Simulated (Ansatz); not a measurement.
Two isomers of C4H7NO: A = `CC1C=NCO1`, B = `CCN=C=CO`.

Computed with Ansatz on PBE0-D4/def2-TZVP structures; ΔE is electronic, products minus reactants. CCSD(T)/CBS is the MP2 limit (def2-TZVPP, def2-QZVPP) plus CCSD(T) − MP2 in def2-TZVPP, frozen cores. Functionals use def2-TZVPP. B3LYP here is the variant with VWN-RPA as its local correlation; programs differ in this. Each species was taken in one conformer, which may not be the lowest.

A:

```xyz
13

C     1.063    1.355   -0.132
C     0.509   -0.028   -0.410
C     0.332   -0.882    0.812
N    -0.848   -1.293    0.990
C    -1.638   -0.788   -0.102
O    -0.812    0.036   -0.912
H     0.453    1.870    0.613
H     2.090    1.290    0.237
H     1.066    1.947   -1.048
H     1.160   -0.541   -1.137
H     1.140   -1.132    1.496
H    -2.031   -1.629   -0.688
H    -2.483   -0.205    0.281
```

B:

```xyz
13

C     1.958   -0.489   -0.694
C     0.483   -0.781   -0.877
N    -0.294    0.446   -0.738
C    -1.174    0.546    0.105
C    -2.144    0.776    0.956
O    -2.003    1.294    2.221
H     2.164   -0.142    0.321
H     2.548   -1.390   -0.873
H     2.285    0.285   -1.391
H     0.143   -1.550   -0.173
H     0.305   -1.149   -1.892
H    -3.166    0.534    0.702
H    -1.105    1.619    2.331
```

Question: Which isomer does CCSD(T)/CBS put lower? Give the gap. (An estimate is asked.)

Answer: Computed: A, by 121.4 kJ/mol.

Question: Give E(B) − E(A) in kJ/mol with CCSD(T)/def2-TZVPP, HF/def2-TZVPP, MP2/def2-TZVPP, r2SCAN-D4, B3LYP-D4, CCSD/def2-TZVPP, B2PLYP. (Best estimate.)

Answer: The calculation gave: CCSD(T)/def2-TZVPP 123.5, HF/def2-TZVPP 126.7, MP2/def2-TZVPP 123.8, r2SCAN-D4 109.6, B3LYP-D4 100.7, CCSD/def2-TZVPP 126.1, B2PLYP 105.7. None reverses the order clearly.

Largest T1 diagnostic: 0.013.

From PBE to PBE0 (25 % exact exchange), in def2-TZVPP and without D4, E(B) − E(A) moves by +19.8 kJ/mol. The D4 term adds +6.8 kJ/mol with B3LYP and +3.3 kJ/mol with PBE0; it sums over pairs of atoms, weighted by their polarisabilities, and B3LYP, whose exchange is more repulsive, gets the larger term.
